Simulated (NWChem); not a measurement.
# BH2SCl (SMILES SBCl): levels of theory compared

We compute a comparison of 6 runs (HF/STO-3G, HF/3-21G, HF/def2-SVP, B3LYP/6-31G*, wB97X/cc-pVDZ, B3LYP/6-311+G**) of BH2SCl. 

Program for the calculation: NWChem 7.3.0.

## (1) The structure to begin with

The species is BH2SCl (5 atoms), meant as a singlet with charge 0. SMILES: `SBCl`. The shape is that of a PBE0-D4/def2-TZVP optimisation. This is one conformer, not always the lowest.

Bond lengths: S1–B2 1.779 Å, B2–Cl3 1.745 Å, S1–H4 1.343 Å, B2–H5 1.189 Å. Angles: S1–B2–Cl3 118.6°, S1–B2–H5 122.1°, Cl3–B2–H5 119.3°, B2–S1–H4 96.0°.

## (2) Energy and forces at HF/STO-3G (run 1)

bclh2s.nw reads:

```
start bclh2s
memory stack 880 mb heap 220 mb global 1100 mb
geometry units angstrom noautosym nocenter noautoz
   S       -1.294500      -0.008800      -0.323500
   B        0.402900      -0.217800       0.164700
   Cl       0.888700      -1.738900       0.868900
   H       -1.157600       1.248200      -0.777100
   H        1.210400       0.643400       0.025700
end
basis "ao basis" spherical bse
   * library STO-3G
end
scf
   thresh 1e-08
   maxiter 80
   print medium
end
task scf gradient
```

Command:

```
$ nwchem bclh2s.nw > bclh2s.out
```

Log:

```text
[...]
  functions       =    25
[...]
  wavefunction    = RHF
[...]
         Total SCF energy =   -873.356003926113
      One-electron energy =  -1441.437800298778
      Two-electron energy =    452.102356500102
 Nuclear repulsion energy =    115.979439872563
        Time for solution =      0.6s
[...]
                         RHF ENERGY GRADIENTS
    atom               coordinates                        gradient
                 x          y          z           x          y          z
   1 S      -2.446250  -0.016630  -0.611326   -0.020653  -0.009368  -0.001324
   2 B       0.761371  -0.411582   0.311238    0.016433  -0.033097   0.016747
   3 Cl      1.679399  -3.286045   1.641983   -0.009788   0.018972  -0.009689
   4 H      -2.187547   2.358756  -1.468506    0.001884   0.008578  -0.002881
   5 H       2.287324   1.215850   0.048566    0.012124   0.014914  -0.002853
[...]
```

Wall time 1.6 s (1 thread of Intel Xeon 6975P-C (Granite Rapids), shared host); peak memory 0.097 GiB.

## (3) Energy and gradient at HF/3-21G (run 2)

run.py reads:

```python
from ase import Atoms
from ase.calculators.nwchem import NWChem

atoms = Atoms(['S', 'B', 'Cl', 'H', 'H'], positions=[
    [-1.294500, -0.008800, -0.323500],
    [0.402900, -0.217800, 0.164700],
    [0.888700, -1.738900, 0.868900],
    [-1.157600, 1.248200, -0.777100],
    [1.210400, 0.643400, 0.025700],
])

calc = NWChem(
    label='mymol',
    theory='scf',
    memory='2200 mb',
    basis='3-21G',
    basispar='spherical bse',
    scf={'nopen': '0', 'rhf': None, 'thresh': '1e-08', 'maxiter': '80', 'print': 'low'},
)
atoms.calc = calc

forces = atoms.get_forces()
print("Total energy (eV):", round(atoms.get_potential_energy(), 6))
print("forces (eV/A):")
for s, f in zip(atoms.symbols, forces):
    print(f"{s:2s} {f[0]:10.5f} {f[1]:10.5f} {f[2]:10.5f}")
```

Command:

```
$ export ASE_NWCHEM_COMMAND="nwchem PREFIX.nwi > PREFIX.nwo"
$ python run.py
```

Log:

```text
Total energy (eV): -23908.072285
forces (eV/A):
S    -0.52651    0.30889   -0.24611
B     0.64010    0.81237   -0.16080
Cl    0.49489   -1.02412    0.51494
H    -0.32077    0.20291   -0.15493
H    -0.28771   -0.30005    0.04695
```

The calculator wrote mymol.nwi:

```
title "mymol"

permanent_dir mymol

scratch_dir mymol

start mymol

geometry units angstrom nocenter noautosym noautoz
  S  -1.2945000000000000e+00 -8.8000000000000005e-03 -3.2350000000000001e-01
  B  4.0289999999999998e-01 -2.1779999999999999e-01 1.6470000000000001e-01
  Cl 8.8870000000000005e-01 -1.7388999999999999e+00 8.6890000000000001e-01
  H  -1.1576000000000000e+00 1.2482000000000000e+00 -7.7710000000000001e-01
  H  1.2103999999999999e+00 6.4339999999999997e-01 2.5700000000000001e-02
end

memory 2200 mb

basis spherical bse noprint
   * library 3-21G
end

scf
  nopen 0
  rhf
  thresh 1e-08
  maxiter 80
  print low
end

task scf gradient
```

mymol.nwo:

```text
Northwest Computational Chemistry Package (NWChem) 7.3.0
             --------------------------------------------------------

           Job information
           ---------------

    nwchem branch   = 7.3.0
    use scalapack   = T
    input           = mymol.nwi
    prefix          = mymol.
    data base       = mymol/mymol.db
    status          = startup
    nproc           =        1

           Memory information
           ------------------

    heap     =     72089596 doubles =      550.0 Mbytes
    stack    =     72089601 doubles =      550.0 Mbytes
    global   =    144179200 doubles =     1100.0 Mbytes (distinct from heap & stack)
    total    =    288358397 doubles =     2200.0 Mbytes
    verify   = yes
    hardfail = no

           Directory information
           ---------------------

  0 permanent = mymol
  0 scratch   = mymol

                                NWChem Input Module
                                -------------------

                                       mymol
                                       -----

[... 26 lines left out ...]
            Nuclear Dipole moment (a.u.)
[... 46 lines left out ...]
  ao basis        = "ao basis"
  functions       =    39
  atoms           =     5
  closed shells   =    20
  open shells     =     0
  charge          =   0.00
  wavefunction    = RHF
  input vectors   = atomic
  output vectors  = mymol/mymol.movecs
  use symmetry    = F
  symmetry adapt  = F

 Forming initial guess at       0.0s

 Starting SCF solution at       0.1s

       Final RHF  results
       ------------------

         Total SCF energy =   -878.605458157577
      One-electron energy =  -1444.650014324215
      Two-electron energy =    450.065116294075
 Nuclear repulsion energy =    115.979439872563

        Time for solution =      0.6s

                              NWChem Gradients Module
                              -----------------------

                         RHF ENERGY GRADIENTS

    atom               coordinates                        gradient
                 x          y          z           x          y          z
   1 S      -2.446250  -0.016630  -0.611326    0.010239  -0.006007   0.004786
   2 B       0.761371  -0.411582   0.311238   -0.012448  -0.015798   0.003127
   3 Cl      1.679399  -3.286045   1.641983   -0.009624   0.019916  -0.010014
   4 H      -2.187547   2.358756  -1.468506    0.006238  -0.003946   0.003013
   5 H       2.287324   1.215850   0.048566    0.005595   0.005835  -0.000913

 Task  times  cpu:        1.0s     wall:        1.0s
 Total times  cpu:        1.1s     wall:        1.1s
```

Run time: 2.1 s. Hardware: 1 thread of Intel Xeon 6975P-C (Granite Rapids), shared host; peak memory 0.098 GiB.

Runs 3 to 4 aren't shown in full; the table further down has their settings and results.

## (4) Energy and forces at wB97X/cc-pVDZ (run 5)

run.py reads:

```python
from ase import Atoms
from ase.calculators.nwchem import NWChem

system = Atoms(['S', 'B', 'Cl', 'H', 'H'], positions=[
    [-1.294500, -0.008800, -0.323500],
    [0.402900, -0.217800, 0.164700],
    [0.888700, -1.738900, 0.868900],
    [-1.157600, 1.248200, -0.777100],
    [1.210400, 0.643400, 0.025700],
])

calc = NWChem(
    label='bclh2s',
    theory='dft',
    memory='2200 mb',
    basis='cc-pVDZ',
    basispar='spherical bse',
    dft={'xc': 'wb97x', 'mult': '1', 'grid': 'xfine', 'convergence': 'energy 1e-08', 'iterations': '100', 'mulliken': None},
)
system.calc = calc

forces = system.get_forces()
e = system.get_potential_energy()
print(f"E = {e:.6f} eV")
print("forces (eV/A):")
for s, f in zip(system.symbols, forces):
    print(f"{s:2s} {f[0]:10.5f} {f[1]:10.5f} {f[2]:10.5f}")
print("dipole (e A):", system.get_dipole_moment().round(4))
```

Command:

```
$ export ASE_NWCHEM_COMMAND="nwchem PREFIX.nwi > PREFIX.nwo"
$ python run.py
```

Log:

```text
E = -24068.523117 eV
forces (eV/A):
S    -0.27300   -0.14815   -0.00854
B    -0.04139    0.07173   -0.03831
Cl    0.11657   -0.32761    0.15504
H    -0.00118    0.20415   -0.07873
H     0.19900    0.19993   -0.02946
dipole (e A): [-0.0279  0.333  -0.1354]
```

The calculator wrote bclh2s.nwi:

```
title "bclh2s"

permanent_dir bclh2s

scratch_dir bclh2s

start bclh2s

geometry units angstrom nocenter noautosym noautoz
  S  -1.2945000000000000e+00 -8.8000000000000005e-03 -3.2350000000000001e-01
  B  4.0289999999999998e-01 -2.1779999999999999e-01 1.6470000000000001e-01
  Cl 8.8870000000000005e-01 -1.7388999999999999e+00 8.6890000000000001e-01
  H  -1.1576000000000000e+00 1.2482000000000000e+00 -7.7710000000000001e-01
  H  1.2103999999999999e+00 6.4339999999999997e-01 2.5700000000000001e-02
end

memory 2200 mb

basis spherical bse noprint
   * library cc-pVDZ
end

dft
  xc wb97x
  mult 1
  grid xfine
  convergence energy 1e-08
  iterations 100
  mulliken
end

task dft gradient
```

bclh2s.nwo, cut to the lines that bear on the results:

```text
[...]
         Total DFT energy =     -884.501917510378
[...]
  wavefunction    = closed shell
[...]
                         DFT ENERGY GRADIENTS
    atom               coordinates                        gradient
                 x          y          z           x          y          z
   1 S      -2.446250  -0.016630  -0.611326    0.005309   0.002881   0.000166
   2 B       0.761371  -0.411582   0.311238    0.000805  -0.001395   0.000745
   3 Cl      1.679399  -3.286045   1.641983   -0.002267   0.006371  -0.003015
   4 H      -2.187547   2.358756  -1.468506    0.000023  -0.003970   0.001531
   5 H       2.287324   1.215850   0.048566   -0.003870  -0.003888   0.000573
[...]
```

Run time: 39 s. Hardware: 1 thread of Intel Xeon 6975P-C (Granite Rapids), shared host; peak memory 0.14 GiB.

## (5) Energy and gradient at B3LYP/6-311+G(d,p) (run 6)

bclh2s.nw reads:

```
start bclh2s
memory stack 880 mb heap 220 mb global 1100 mb
charge 0

geometry units angstrom noautosym nocenter noautoz
   S     -1.294500    -0.008800    -0.323500
   B      0.402900    -0.217800     0.164700
   Cl     0.888700    -1.738900     0.868900
   H     -1.157600     1.248200    -0.777100
   H      1.210400     0.643400     0.025700
end

basis spherical bse
   * library 6-311+G**
end

dft
   xc b3lyp
   grid fine
   convergence energy 1e-08
   maxiter 100
   mulliken
   noprint "final vectors analysis"
end

task dft gradient
```

Command:

```
$ nwchem bclh2s.nw > bclh2s.out
```

Log:

```text
[...]
          Wavefunction type:  closed shell.
          No. of atoms     :     5
          No. of electrons :    40
[...]
          Charge           :     0
          Spin multiplicity:     1
[...]
          AO basis - number of functions:    94
[...]
              XC Information
              --------------
                         B3LYP Method XC Potential
                     Hartree-Fock (Exact) Exchange  0.200
                        Slater Exchange Functional  0.800 local
                    Becke 1988 Exchange Functional  0.720 non-local
              Lee-Yang-Parr Correlation Functional  0.810
                  VWN I RPA Correlation Functional  0.190 local
[...]
 d= 0,ls=0.0,diis     1   -884.5120884713 -1.00D+03  9.78D-03  1.36D+00     1.9
[...]
 d= 0,ls=0.0,diis     8   -884.5709111030  3.31D-09  6.27D-06  4.05D-07     9.4
         Total DFT energy =     -884.570911103019
      One electron energy =    -1450.396796604437
           Coulomb energy =      508.638128541680
    Exchange-Corr. energy =      -58.791682912826
 Nuclear repulsion energy =      115.979439872563
[...]
      Total Density - Mulliken Population Analysis
     ---------------------------------------------
    Atom       Charge   Shell Charges
 -----------   ------   -------------------------------------------------------
    1 S   16    15.87   0.77  1.19  0.93  1.06  1.11  0.81  1.87  4.01  1.08  2.50  0.68 -0.07 -0.11  0.05
    2 B    5     5.25   1.13  0.86  0.45  0.70  1.04  0.35  0.44  0.07  0.09  0.13
    3 Cl  17    17.01   0.78  1.19  0.89  1.09  1.02  1.00  7.43 -1.52  1.11  2.90  1.28 -0.03 -0.13  0.02
    4 H    1     0.93   0.25  0.53  0.12  0.03
    5 H    1     0.93   0.27  0.55  0.10  0.02
[...]
  wavefunction    = closed shell
                         DFT ENERGY GRADIENTS
    atom               coordinates                        gradient
                 x          y          z           x          y          z
   1 S      -2.446250  -0.016630  -0.611326    0.005920   0.000968   0.001052
   2 B       0.761371  -0.411582   0.311238   -0.005206  -0.006818   0.001398
   3 Cl      1.679399  -3.286045   1.641983   -0.002921   0.006882  -0.003369
   4 H      -2.187547   2.358756  -1.468506    0.000435  -0.002947   0.001234
   5 H       2.287324   1.215850   0.048566    0.001771   0.001915  -0.000316
[...]
```

Run time: 17 s. Hardware: 1 thread of Intel Xeon 6975P-C (Granite Rapids), shared host; peak memory 0.12 GiB.

## (6) The series

```csv
run,level,iteration cap,module,energy (Eh),dipole moment (D),HOMO energy (eV),LUMO energy (eV),wall time
1,HF/STO-3G,80,scf,-873.356004,2.60,-8.69,6.30,1.6 s
2,HF/3-21G,80,scf,-878.605458,–,–,–,2.1 s
3,HF/def2-SVP,80,scf,-882.657267,1.79,-10.94,2.63,4.8 s
4,B3LYP/6-31G* (spherical functions),100,dft,-884.497039,1.74,-7.98,-1.28,12 s
5,wB97X/cc-pVDZ,100,dft,-884.501918,1.73,-10.58,1.09,39 s
6,B3LYP/6-311+G**,100,dft,-884.570911,1.75,–,–,17 s
```

## (7) Summary of results

| quantity | value |
| --- | --- |
| run 6: total energy | -884.57091 Eh |
| run 6: dipole moment | 1.75 D |
| run 6: largest force on an atom | 0.447 eV/Å |

In words: Over runs 1, 3, 4, 5, 6 the dipole moment (its size) runs from 1.73 D (wB97X/cc-pVDZ) to 2.60 D (HF/STO-3G). The two ends differ in method and basis. Over runs 1, 3, 4, 5 the HOMO–LUMO gap runs from 6.70 eV (B3LYP/6-31G*) to 14.99 eV (HF/STO-3G). Totals of different functionals can't be ranked against each other. In run 1 the basis is minimal, so the values are rough. All runs together took 75 s, the longest 39 s.
